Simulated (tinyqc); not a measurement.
Coupled-perturbed Hartree-Fock on RHF in the sto-6g basis, for BH3, spin multiplicity 1, step by step. One step of it, computed by the program tinyqc.

Question. Response to a field: uncoupled start. Field along y; U_ai = -mu_ai / (e_a - e_i), alpha = -4 sum U_ai mu_ai.

orbital energies (hartree): MO1 -7.537656, MO2 -0.613770, MO3 -0.418805, MO4 -0.418766, MO5 0.239070, MO6 0.507591, MO7 0.606141, MO8 0.606247

dipole integrals <a|y|i> (bohr):
```
,i1,i2,i3,i4
a5,0.000000,0.000000,0.000000,-0.011348
a6,0.000000,0.000000,0.000000,-0.856935
a7,0.104941,-0.243236,0.753037,0.000000
a8,0.000000,0.000000,0.000000,0.750219
```

Give: uncoupled U; uncoupled polarisability.

Answer.

uncoupled U:
```
,i1,i2,i3,i4
a5,0.000,0.000,0.000,0.017
a6,0.000,0.000,0.000,0.925
a7,-0.013,0.199,-0.735,0.000
a8,0.000,0.000,0.000,-0.732
```

uncoupled polarisability = 7.780 bohr^3
